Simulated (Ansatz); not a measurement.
CH₄OS₂, SMILES `OC(S)S`. Charge 0, multiplicity 1.

```
atom   x (Å)   y (Å)   z (Å)
  O1   0.504   0.950  -1.203
  C2  -0.268   0.051  -0.486
  S3  -0.876   0.898   1.018
  S4   0.531  -1.541  -0.125
  H5   1.295   1.154  -0.692
  H6  -1.112  -0.201  -1.128
  H7  -1.285  -0.203   1.665
  H8   1.211  -1.109   0.951
```

Problem. Give the diagnostics of a CCSD(T)/def2-TZVPP run (frozen core, Ansatz). (Best estimate.)

Solution. The calculation gave: T1 = 0.0118, largest single amplitude 0.012, largest double 0.022, (T) share of the correlation energy 4.2 %, 9 CCSD cycles. The RHF solution is stable towards an unrestricted one. T1 lies under the customary mark of 0.02 for closed shells.
